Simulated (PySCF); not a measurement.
**Do core-level shifts follow atomic charges?**

Compound: C₃H₄O₃.
SMILES with atom numbers: `[CH3:1][C:2](=[O:3])[O:4][CH:5]=[O:6]`

Binding energies: delta-SCF UKS SCAN, pcX-2 on the ionised atom, pcseg-1 elsewhere, spin-free X2C (PySCF 2.14.0). Charges: PBE0/pcSseg-1 ground-state density, for the ionised atom.

```tsv
atom	environment	O 1s (eV)	Mulliken (e)	IAO (e)	Hirshfeld (e)	ESP (e)
O3	anhydride carbonyl oxygen	538.54	-0.332	-0.386	-0.226	-0.493
O6	anhydride carbonyl oxygen	538.77	-0.340	-0.381	-0.224	-0.444
O4	anhydride bridging oxygen	540.18	-0.468	-0.367	-0.107	-0.504
```

Task: How well does each charge scheme correlate with the binding energies over these sites?

Result: Hirshfeld: r = 0.99, slope 13.0 eV per e; ESP: r = -0.53, slope -14.6 eV per e; Mulliken: r = -1.00, slope -11.6 eV per e. Hirshfeld charges have the highest r, on only 3 points. The IAO charges vary by under 0.03 e and aren't fitted.

Task: The point-charge model writes a binding energy as kq + V + constant, with V the potential of the other atoms' charges at the site. What does it give with the ESP charges?

Result: V = Σ 14.40 eV Å × q/r over all other atoms: +7.53 eV at O3, +5.91 eV at O6, +8.85 eV at O4. Fitting binding energy − V to q gives k = 29.5 eV per e and leaves an rms residual of 0.26 eV, against 0.62 eV for the fit on q alone. The model has no term for differences in relaxation between sites.

The structure is a single PBE0-D3(BJ)/def2-SVP conformer in the gas phase; no vibrational or solvent corrections.

The values belong to the conformer `[CH3:1][C:2](=[O:3])[O:4][CH:5]=[O:6]`: C1–C2–O4–C5 155°, C2–O4–C5–O6 -21°.
